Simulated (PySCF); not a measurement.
## Property card for isobutyronitrile (`CC(C)C#N`)

Isobutyronitrile, C4H7N.
Bonds: C1–C2, C2–C3, C2–C4, C4–N5 (triple). Hydrogens: H6, H7, H8 on C1; H9 on C2; H10, H11, H12 on C3.

Structural features include: nitrile.

GFN2-xTB geometry:

```
Point group of the GFN2-xTB geometry                  : Cs
Rotational constants A, B, C of the GFN2-xTB geometry : 7.997, 4.082, 2.976 GHz
```

**PBE0/def2-SVPD ground state and vertical TDDFT (core frozen in the response) (PySCF)**

```
Dipole moment                                                     : 4.12 D
HOMO energy                                                       : -9.32 eV
LUMO energy                                                       : 0.30 eV
HOMO–LUMO gap                                                     : 9.62 eV
Lowest singlet excitation                                         : 7.87 eV (158 nm, f = 0.001)
Strongest line among the 8 lowest singlet transitions             : S4 at 8.71 eV (142 nm, f = 0.036)
Lowest triplet excitation (Tamm–Dancoff)                          : 6.48 eV
Static isotropic polarisability                                   : 51.8 au
Electronic spatial extent ⟨r²⟩ about the centre of nuclear charge : 452 bohr²
```

From delta-SCF UKS SCAN, pcX-2 on the ionised atom, pcseg-1 elsewhere, spin-free X2C (PySCF):

```
Core binding energies : C1s 291.2 (C1/C3), C1s 292.1 (C4), C1s 292.3 (C2), N1s 404.9 (N5) eV
```

Monoisotopic mass from the formula: 69.0578 u.

The 8 singlets span 7.87 to 9.62 eV, and their oscillator strengths add up to 0.11. The dipole matches unit charges of opposite sign 0.86 Å apart (1 e·Å = 4.8032 D). S1 lies 1.75 eV below the HOMO–LUMO gap. No computed singlet falls in the visible range (750 to 380 nm, 1.65 to 3.26 eV); S1 lies 4.61 eV above its blue end. With B = h/(8π²I), that is 505.379 GHz u Å² over I, the principal moments of inertia are 63.2, 123.8 and 169.8 u Å² (most abundant isotopes); the inertial defect Ic − Ia − Ib is -17.2 u Å² (zero for a rigid planar frame, negative otherwise). The largest Löwdin shares of the HOMO are 0.42 on N5, 0.30 on C4, 0.11 on C2 and 0.06 on H9.

Geometry: GFN2-xTB; no solvent, vibrations or thermal averaging.
